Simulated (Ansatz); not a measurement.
# α-N2

These are Hartree–Fock (PAW; Ansatz, a quantum-chemistry and plane-wave program) values and carry that method's errors.

Run with plane-wave cutoff 460 eV, 4×4×4 k mesh, Fermi–Dirac smearing 0.01 eV, scalar-relativistic PAW data made under PBE.

Cell (relaxed at this level):

```yaml
crystal:
  lattice:
    - [6.71832, 0.00000, 0.00000]
    - [0.00000, 6.71832, 0.00000]
    - [0.00000, 0.00000, 6.71832]
  atoms:
    - { symbol: N, position: [0.95427, 0.54573, 0.45427] }
    - { symbol: N, position: [0.45427, 0.95427, 0.54573] }
    - { symbol: N, position: [0.95427, 0.95427, 0.95427] }
    - { symbol: N, position: [0.04573, 0.04573, 0.04573] }
    - { symbol: N, position: [0.54573, 0.45427, 0.95427] }
    - { symbol: N, position: [0.54573, 0.04573, 0.45427] }
    - { symbol: N, position: [0.45427, 0.54573, 0.04573] }
    - { symbol: N, position: [0.04573, 0.45427, 0.54573] }
```

- band gap = 19.34 eV (on the SCF k mesh)

Note: the cell comes from a level without a dispersion term, which matters for the spacing of layers, chains or molecules.

The computed numbers hold no vibrational or temperature effects.

Cost on a shared machine: roughly 2.7 core-hours.
